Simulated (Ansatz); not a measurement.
**AlNH3 radical (SMILES [NH][AlH2]): single points off equilibrium**

An exercise on one series of results from a longer session: the logs are not shown, and one member is left open.

Method: single points in def2-TZVPP; program: Ansatz 0.2.0, Gaussian basis.

Correlated methods freeze the cores. Orbitals are unrestricted.

### The starting structure

5 atoms, charge 0, spin multiplicity 2.

Atoms are counted from 1 here; the program's logs count them from 0.

Bond lengths: N1–Al2 1.724 Å, N1–H3 1.125 Å, Al2–H4 1.523 Å, Al2–H5 1.460 Å. Angles: Al2–N1–H3 177.0°, N1–Al2–H4 119.2°, N1–Al2–H5 128.6°, H4–Al2–H5 112.1°.

As a file:

```xyz
5

N     0.4554   -0.7918    0.6878
Al   -0.2188    0.4137   -0.3440
H     0.9151   -1.5356    1.3949
H    -1.3371    0.0282   -1.3033
H     0.1762    1.8119   -0.4922
```

The first run:

The input, run/in.yaml:

```yaml
crystal:
  periodic: [false, false, false]
  atoms:
    - {symbol: N, position_ang: [0.455400, -0.791800, 0.687800]}
    - {symbol: Al, position_ang: [-0.218800, 0.413700, -0.344000]}
    - {symbol: H, position_ang: [0.915100, -1.535600, 1.394900]}
    - {symbol: H, position_ang: [-1.337100, 0.028200, -1.303300]}
    - {symbol: H, position_ang: [0.176200, 1.811900, -0.492200]}
basis:
  gaussian: {orbitals: def2-TZVPP}
magnetization: {spin_polarized: true, initial_magnetization: 1}
correlation: {method: ccsd_t}
scf: {omitted_lower_state_checks: [cluster_reference]}
output: {forces: true}
```

The command line of these runs was not kept.

Among the steps run: CCSD(T)/def2-TZVPP; PBE0-D4/def2-TZVPP; wB97M-V/def2-TZVPP; r2SCAN-D4/def2-TZVPP; PBE-D4/def2-TZVPP; BHLYP-D4/def2-TZVPP; r2SCANh-D4/def2-TZVPP.

One table of the session follows, with a row left open; its other results are not shown here.

| method | RMS force component (eV/Å) | angle to CCSD(T) forces (°) | dipole (D) |
| --- | --- | --- | --- |
| CCSD(T) | 1.736 | reference | 1.48 |
| PBE0-D4 | 1.713 | 3.7 | 1.34 |
| wB97M-V | 1.716 | 1.8 | 1.41 |
| r2SCAN-D4 | 1.678 | 3.8 | 1.32 |
| PBE-D4 | 1.593 | 6.5 | 1.10 |
| BHLYP-D4 | ? | ? | ? |
| r2SCANh-D4 | 1.711 | 3.4 | 1.37 |

Estimate the missing values for BHLYP-D4.

The run gave: RMS force component (eV/Å): 1.796; angle to CCSD(T) forces (°): 4.3; dipole (D): 1.42. In the column «RMS force component (eV/Å)» it is the highest.
